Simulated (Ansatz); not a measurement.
Molecule: hydrogen peroxide, H$_{2}$O$_{2}$, charge 0, multiplicity 1. SMILES: OO
Coordinates optimised at B3LYP-D3(BJ)/def2-TZVP (Ansatz, a quantum-chemistry and plane-wave program):
```xyz
4

O      0.0155     0.7238    -0.0702
O     -0.0112    -0.7261    -0.0419
H      0.8057     0.8967     0.4614
H     -0.8394    -0.8786     0.4355
```
Charge 0, spin multiplicity 1.

Parts of the frozen-core correlation energy in STO-3G (Ansatz, hartree). Frozen orbitals: 2; correlated occupied orbitals by spin: 7 and 7; virtual: 3 and 3. No spin-orbit coupling. Non-relativistic.

```json
[
 {"term": "reference (HF)", "value": "-148.75874"},
 {"term": "MP2 opposite-spin", "value": "-0.07267"},
 {"term": "MP2 same-spin", "value": "-0.00598"},
 {"term": "CCSD correlation", "value": "-0.10796"},
 {"term": "(T)", "value": "-0.00049"},
 {"term": "FCI minus CCSD(T)", "value": "-0.00030"},
 {"term": "T1 diagnostic", "value": "0.007"},
 {"term": "largest doubles amplitude", "value": "0.089"}
]
```
